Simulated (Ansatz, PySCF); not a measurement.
Complex: CH2O2 (SMILES O=CO) (first 5 atoms) with CH2O2 (SMILES O=CO); geometry from S22 set.
(charge 0, multiplicity 1):
```xyz
10

C     -1.88890    -0.17969     0.00000
O     -1.49328     1.07369     0.00000
O     -1.17043    -1.16659     0.00000
H     -2.97949    -0.25883     0.00000
H     -0.49883     1.10719     0.00000
C      1.88890     0.17969     0.00000
O      1.49328    -1.07369     0.00000
O      1.17043     1.16659     0.00000
H      2.97949     0.25883     0.00000
H      0.49883    -1.10719     0.00000
```

Counterpoise-corrected where a basis set is named; no monomer relaxation. Rows marked so take none.

Cores are frozen in the correlated methods. Rows in 6-31G* carry no dispersion term and start afresh at each structure (6-31G* with six Cartesian d functions).

Run with Ansatz (an electronic-structure program); PySCF for 6-31G* rows. Values without a source in brackets are computed.

Problem. What is the computed interaction energy (BP86/6-31G* (no counterpoise))?

Solution. -910 meV

Problem. Give the interaction energy at the level CCSD(T)/aug-cc-pVTZ.

Solution. -770 meV

Problem. Predict the interaction energy from M06-2X/6-31G* (no counterpoise).

Solution. -956 meV
